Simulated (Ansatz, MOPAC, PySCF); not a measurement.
System: C$_{3}$H$_{5}$, charge 0, multiplicity 2. SMILES: [CH]=CC
Structure (B3LYP-D3(BJ)/def2-TZVP (Ansatz, a quantum-chemistry and plane-wave program) minimum search):
```xyz
8

C      1.3359     0.1766     0.0081
C      0.0582     0.4385    -0.0081
H      2.2670     0.7199     0.0055
H     -0.2541     1.4885    -0.0315
C     -1.0550    -0.5714     0.0021
H     -0.6648    -1.5877     0.0255
H     -1.6988    -0.4243     0.8731
H     -1.6836    -0.4589    -0.8851
```
Charge 0, spin multiplicity 2.

Unscaled harmonic wavenumbers (cm⁻¹) in rising order, each level at the stationary point that it reaches from this structure (no distance between atoms moves by over 0.3 Å); the order of modes can differ between levels, and a negative number is imaginary. B3LYP-D3(BJ)/def2-TZVP (PySCF, at the structure above): 196, 410, 611, 792, 812, 934, 1065, 1111, 1275, 1406, 1484, 1484, 1687, 3012, 3027, 3072, 3119, 3247.

PM3 (MOPAC): 120, 374, 487, 648, 799, 966, 987, 1115, 1158, 1382, 1395, 1401, 1714, 2999, 3071, 3082, 3171, 3310. Zero-point energy 40.3 against 41.1 kcal/mol; where all levels lie over 400 cm⁻¹, the wavenumbers are on average 0.963 times those of B3LYP-D3(BJ)/def2-TZVP.

HF/3-21G (Ansatz): 170, 457, 650, 892, 922, 1001, 1174, 1223, 1374, 1566, 1597, 1659, 1673, 3189, 3233, 3243, 3275, 3411. Zero-point energy 43.9 against 41.1 kcal/mol; where all levels lie over 400 cm⁻¹, the wavenumbers are on average 1.079 times those of B3LYP-D3(BJ)/def2-TZVP.

HF/6-31G* (Ansatz): 186, 444, 642, 896, 912, 999, 1152, 1225, 1355, 1561, 1604, 1628, 1659, 3196, 3244, 3258, 3287, 3428. Zero-point energy 43.9 against 41.1 kcal/mol; where all levels lie over 400 cm⁻¹, the wavenumbers are on average 1.075 times those of B3LYP-D3(BJ)/def2-TZVP.

B3LYP/6-31G* (Ansatz): 202, 409, 613, 807, 813, 942, 1074, 1125, 1287, 1432, 1514, 1514, 1703, 3032, 3040, 3089, 3139, 3257. Zero-point energy 41.4 against 41.1 kcal/mol; where all levels lie over 400 cm⁻¹, the wavenumbers are on average 1.010 times those of B3LYP-D3(BJ)/def2-TZVP.
